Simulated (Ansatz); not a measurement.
**C2H8N2: rigid torsion scan from a Python script**

Aim: a rigid torsion scan, for C2H8N2, run from a script. SMILES: CC(N)N.

All numbers are computed with Ansatz 0.2.0, driven from Python. Level of theory: Hartree-Fock/6-31G*.

**1. Starting point**

Bond lengths: C1–C2 1.467 Å, C2–N3 1.403 Å, C2–N4 1.452 Å, C1–H5 1.146 Å, C1–H6 1.142 Å, C1–H7 1.104 Å, C2–H8 1.052 Å, N3–H9 1.018 Å, N3–H10 1.037 Å, N4–H11 1.013 Å, N4–H12 1.052 Å. Angles (14 of 18 angles, heavy atoms first): C1–C2–N3 111.2°, C1–C2–N4 110.2°, N3–C2–N4 99.6°, C1–C2–H8 112.1°, N3–C2–H8 109.0°, N4–C2–H8 114.1°, C2–C1–H5 112.0°, C2–C1–H6 113.1°, C2–C1–H7 116.2°, C2–N3–H9 110.3°, C2–N3–H10 112.6°, C2–N4–H11 104.7°, C2–N4–H12 104.1°, H5–C1–H6 103.3°.

The script holds or builds the structure itself.

**2. The code**

File torsion_c2h8n2.py:

```python
# -*- coding: utf-8 -*-
import ansatz as az
from ase import Atoms


def main():
    atoms = Atoms(["C", "C", "N", "N", "H", "H", "H", "H", "H", "H", "H", "H"], positions=[
        (-0.5544, 0.9826, -0.398),
        (-0.2015, -0.2844, 0.2515),
        (0.934, -0.1385, 1.0628),
        (0.3189, -1.2231, -0.7271),
        (-1.4573, 0.8702, -1.0944),
        (-0.8918, 1.786, 0.3409),
        (0.2392, 1.4581, -1.0011),
        (-0.9918, -0.6637, 0.8336),
        (1.75, 0.074, 0.4921),
        (0.872, 0.6828, 1.6921),
        (0.5964, -2.0331, -0.1849),
        (-0.5366, -1.5663, -1.2336),
    ])

    first = az.Crystal.molecule_from_ase(atoms).calculation()
    first = first.basis(gaussian="6-31G*").functional("HF")
    first = first.relax(force_tolerance=0.02, max_steps=80)
    atoms.positions = first.run(threads=1).report["positions_ang"]

    start = atoms.get_dihedral(0, 1, 2, 8)
    energies = {}
    for turn in range(0, 360, 30):
        turned = atoms.copy()
        turned.set_dihedral(0, 1, 2, 8, start + turn, indices=[2, 8, 9])
        model = az.Crystal.molecule_from_ase(turned).calculation().basis(gaussian="6-31G*").functional("HF")
        energies[round((start + turn) % 360)] = model.run(threads=1).report["free_energy_ev"]
    floor = min(energies.values())
    print("dihedral C0-C1-N2-H8 (deg)   E - E(min) (eV)")
    for angle, e in sorted(energies.items()):
        print(f"{angle:8d} {(e - floor):14.3f}  " + "#" * int(30 * (e - floor) / max(max(energies.values()) - floor, 1e-9)))


if __name__ == "__main__":
    main()
```

**3. The input behind the calls**

The package turns the script's settings into the engine's input (first run):

```yaml
crystal:
  periodic: [false, false, false]
  atoms:
    - { symbol: C, position_ang: [-0.5544, 0.9826, -0.398] }
    - { symbol: C, position_ang: [-0.2015, -0.2844, 0.2515] }
    - { symbol: "N", position_ang: [0.934, -0.1385, 1.0628] }
    - { symbol: "N", position_ang: [0.3189, -1.2231, -0.7271] }
    - { symbol: H, position_ang: [-1.4573, 0.8702, -1.0944] }
    - { symbol: H, position_ang: [-0.8918, 1.786, 0.3409] }
    - { symbol: H, position_ang: [0.2392, 1.4581, -1.0011] }
    - { symbol: H, position_ang: [-0.9918, -0.6637, 0.8336] }
    - { symbol: H, position_ang: [1.75, 0.074, 0.4921] }
    - { symbol: H, position_ang: [0.872, 0.6828, 1.6921] }
    - { symbol: H, position_ang: [0.5964, -2.0331, -0.1849] }
    - { symbol: H, position_ang: [-0.5366, -1.5663, -1.2336] }
basis:
  gaussian:
    orbitals: "6-31G*"
hamiltonian:
  xc: hf
relax:
  f_tol: 0.02
  max_steps: 80
```

**4. Running it**

Launch:

```
$ python torsion_c2h8n2.py
```

**Question.** Where along the turn do the lowest and the highest point lie, and how far apart are they?

**Answer**, as computed:

| quantity | value |
| --- | --- |
| runs compared | 12 |
| range of energy | 0.267 eV |
| lowest point, turn (°) | 0 |

What this shows: The lowest point is at 301° and the highest at 91°, 0.267 eV (25.8 kJ/mol) above it, with the rest of the molecule held. Run 0: The relaxation took 6 moves; the largest shift is 0.190 Å, of atom 10 (H). The scan is rigid and the energies are electronic, in a modest basis. With rigid groups the curve can differ much from the relaxed path, the start wasn't checked as a minimum of this torsion, and equivalent turns needn't return to the same energy.
